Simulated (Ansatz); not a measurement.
Predict a relaxed structure of the cluster S3⁻ (the lowest doublet isomer of a short search), charge -1, doublet, at r2SCAN-D4/def2-TZVPD (Ansatz).


```xyz
3

S    -1.539   -0.439   -0.652
S     1.271    0.039    1.170
S     0.267    0.400   -0.517
```
Point group C2v (tolerance 0.1 Å). This is one stationary point.

The highest occupied level of the charge -1 doublet lies above zero (up to 0.10 eV). By energy differences its removal costs 2.62 eV (vertical, to the charge 0 singlet, at r2SCAN-D4/def2-TZVPD); a positive level beside a positive removal energy at the same level points to self-interaction error. The relaxation made no stability test and no search for a lower SCF solution. The structure comes from a short search, and lower isomers may exist.
